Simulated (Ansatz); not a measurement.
How far each method lies from RCCSDT(Q) for SiF$_{4}$, singlet

Geometry: MP2(full)/6-31G*, from the G2/97 set.

```
atom    x (Å)    y (Å)    z (Å)
  Si   0.0000   0.0000   0.0000
   F   0.9128   0.9128   0.9128
   F  -0.9128  -0.9128   0.9128
   F  -0.9128   0.9128  -0.9128
   F   0.9128  -0.9128  -0.9128
```

Basis 6-31G; Ansatz 0.2.0. Only valence electrons are correlated (noble-gas cores frozen), which leaves 32 electrons in 40 orbitals. R marks a restricted (for open shells ROHF) determinant. Active spaces: frontier = (8e, 8o) about the gap.

Full CI isn't at hand for all of this; RCCSDT(Q) serves as the reference, and is uncertain by about the last step of the cluster series.

- UHF ⟨S²⟩: 0.000
- T1 diagnostic (RCCSD): 0.0117
- largest doubles amplitude (RCCSD): 0.017

| level | E − E(RHF) (eV) |
| --- | --- |
| RMP2 | -14.7717 |
| RCCSD | -14.6154 |
| RCCSD(T) | -14.8153 |

(1) Estimate how far RCCSDT(Q) in 6-31G lies from RCCSD(T). The table doesn't fix it; the size of (T) and the diagnostics are the guide.

(1) RCCSDT(Q) in 6-31G lies 1.20 kcal/mol below RCCSD(T), which is 26 % of the (T) step (-4.61 kcal/mol). The diagnostics give no warning, yet the rest is a sizeable part of (T). The miss exceeds 1 kcal/mol.

The other levels:

```tsv
level	E − E(RCCSDT(Q)) (kcal/mol)	share of correlation (%)	wall time
CISD	43.38	87.35	8 s
BCCD(T)	0.96	99.72	0.85 s
RCCSDT	1.09	99.68	–
CASSCF (frontier space)	273.46	20.24	–
MRCISD (frontier space)	29.26	91.47	–
MRCISD+Q (frontier space)	6.83	98.01	24 s
```

The correlation energy at RCCSDT(Q), counted from RHF, is -14.867 eV. That run took 41 s on 1 thread of AMD EPYC 7R13, shared host.

Times hold each run's SCF and search for its determinant on a shared host, so for small cases they say little of a method's own cost; they ran on 1 thread of AMD EPYC 7R13.

Atomization energy (electronic, same basis, no zero-point term; atoms at the same level, unrestricted beside the R rows where the molecule is a closed shell, with restricted open-shell steps beyond CCSDT(Q)) at RCCSDT(Q): 1668.5 kJ/mol. Errors of other levels:

| level | error (kJ/mol) |
| --- | --- |
| RHF | -472.3 |
| RMP2 | 82.6 |
| CISD | -157.5 |
| RCCSD | -17.8 |
| RCCSD(T) | -3.6 |
| BCCD(T) | -2.5 |
| RCCSDT | -3.9 |

This basis is far from its limit, so the value isn't to be set against a measured one. Truncated CI isn't size-consistent, which counts against it in atomization.
